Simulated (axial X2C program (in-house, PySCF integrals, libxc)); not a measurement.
# Potential curves of NaH⁺, 2c

Computed with an axial X2C code built on PySCF integrals. Two-component (2c) means X2C with spin–orbit coupling and atomic mean-field two-electron Coulomb and Gaunt terms. Basis: Na dyall-cv3z [9s8p5d2f], H dyall-v3z [6s2p1d] (cores contracted in-house); Gaussian nuclei, density fitting, unrestricted open shells. Masses: Na 22.990 u, H 1.008 u.

State: Ω = 1/2 (⟨Sz⟩ = 0.50, ⟨Lz⟩ = 0.00 at HF). Energies in eV from the fragments at the same level (Na+ + H). Fits are polynomials in 1 − R0/R over 0.85 to 1.23 times the lowest point R0.

| R (Å) | MP2 | HF | CCSD | CCSD(T) |
| --- | --- | --- | --- | --- |
| 2.2664 | -0.0442 | -0.0263 |  |  |
| 2.3706 | -0.0620 | -0.0475 | -0.0632 | -0.0628 |
| 2.4487 | -0.0692 | -0.0569 | -0.0702 | -0.0699 |
| 2.5269 | -0.0726 | -0.0622 | -0.0734 | -0.0732 |
| 2.6050 | -0.0733 | -0.0645 | -0.0739 | -0.0738 |
| 2.6962 | -0.0717 | -0.0645 | -0.0722 | -0.0721 |
| 2.7873 | -0.0685 | -0.0625 | -0.0688 | -0.0688 |
| 2.9046 | -0.0629 | -0.0583 | -0.0631 | -0.0631 |
| 3.0478 | -0.0553 | -0.0520 |  |  |
| 3.2563 | -0.0446 | -0.0424 |  |  |

Correlated methods: 9 electrons correlated (number of frozen shells: Na 1 s; H none), 153 virtual spin orbitals or spinors in MP2, 56 natural virtuals in coupled cluster.

Occupations by symmetry block were frozen at the best pattern of an incomplete PBE0 search. Dissociation energies refer to the lowest single-determinant-based atoms at the same level and basis. Coupled cluster ran in a truncated set of natural virtual spinors; the MP2 energy of the rest was added. (T) has no such correction and the atoms are truncated less, which lowers De at CCSD(T) by a hundredth of an eV or more. Under one Hamiltonian the search converged a single determinant, so lower ones may well exist. Coupled cluster ran on the points near the minimum only. MP2 and coupled cluster on one determinant become unreliable at the stretched end.

(1) Fit the MP2 curve near its minimum: give the equilibrium distance, the harmonic wavenumber and the well depth.

(2) What are Re, ωe and De at the HF level?

(3) What are Re, ωe and De at the CCSD level?

(4) Fit the CCSD(T) curve near its minimum: give the equilibrium distance, the harmonic wavenumber and the well depth.

Answers

(1) At MP2, 2c: Re = 2.590 Å, ωe ≈ 308 cm⁻¹, De = 0.07 eV to Na+ + H; Be follows as 2.6 cm⁻¹.

(2) At HF, 2c: Re = 2.649 Å, ωe ≈ 285 cm⁻¹, De = 0.06 eV to Na+ + H; Be follows as 2.49 cm⁻¹.

(3) At CCSD, 2c: Re = 2.584 Å, ωe ≈ 310 cm⁻¹, De = 0.07 eV to Na+ + H; Be follows as 2.62 cm⁻¹.

(4) At CCSD(T), 2c: Re = 2.586 Å, ωe ≈ 309 cm⁻¹, De = 0.07 eV to Na+ + H; Be follows as 2.61 cm⁻¹.
